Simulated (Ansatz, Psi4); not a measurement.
**C3H5N (SMILES CCC#N): from total energies to a heat of formation**

C3H5N has 9 atoms, charge 0, and is taken as a singlet. As SMILES, `CCC#N`. The coordinates come from a PBE0-D4/def2-TZVP relaxation.

```xyz
9

C    -0.4065    0.8280   -0.4382
C    -0.1171   -0.3184    0.5262
C     0.9808   -1.1595    0.0751
N     1.8504   -1.8127   -0.2970
H    -0.6779    0.4488   -1.4240
H    -1.2338    1.4301   -0.0602
H     0.4661    1.4723   -0.5506
H    -0.9992   -0.9530    0.6500
H     0.1373    0.0645    1.5186
```

Total energies at MP3/def2-SVPD, 4 core orbitals frozen (Psi4 1.11); the atoms run unrestricted:

```
species    state  energy (Eh)
  C3H5N  singlet  -171.449960
      C  triplet   -37.714337
      N  quartet   -54.425666
      H  doublet    -0.499278
```

Harmonic wavenumbers at PBE0-D4/def2-TZVP, in cm⁻¹: 213, 220, 400, 558, 787, 857, 1038, 1096, 1110, 1287, 1347, 1410, 1464, 1490, 1498, 2383, 3066, 3070, 3104, 3150, 3153.

Measured heats of formation of the gaseous atoms at 298.15 K, in kJ/mol: C 716.9, N 472.4, H 218.0. Take 1 Eh = 2625.50 kJ/mol, 1 cm⁻¹ = 0.0119627 kJ/mol, RT = 2.479 kJ/mol.

**Question.** Work out the heat of formation of the gas at 298 K.

**Answer.** 
1. Electronic atomisation energy: 3 × (-37.714337) + (-54.425666) + 5 × (-0.499278) − (-171.449960) = 1.384893 Eh = 3636.0 kJ/mol.
2. Zero-point energy: half the sum of the wavenumbers, 16350.5 cm⁻¹ = 195.6 kJ/mol.
3. Thermal vibrational enthalpy, Σ hcν̃/(exp(hcν̃/kT) − 1): 4.8 kJ/mol. Translation, rotation and pV of a non-linear molecule: 4 RT = 9.9 kJ/mol.
4. The 9 free atoms carry 5/2 RT each: 55.8 kJ/mol.
5. Spin-orbit coupling lowers the free atoms by 3 × 0.02 = 0.1 kJ/mol.
6. Atomisation enthalpy at 298 K: 3636.0 − 0.1 − 195.6 − 4.8 − 9.9 + 55.8 = 3481.4 kJ/mol.
7. Sum of the atoms' heats of formation: 3713.1 kJ/mol. Heat of formation: 3713.1 − 3481.4 = +231.7 kJ/mol.

The tabulated value is +51.7 kJ/mol (CRC Handbook of Chemistry and Physics), so this level is off by +180.0 kJ/mol, or 4.9 % of the atomisation enthalpy that the table implies (3661.3 kJ/mol). Perturbation theory converges slowly with the basis for atomisation. A double-zeta basis underbinds. Anharmonicity and any spin-orbit splitting of the molecule are left out, and so is core correlation.
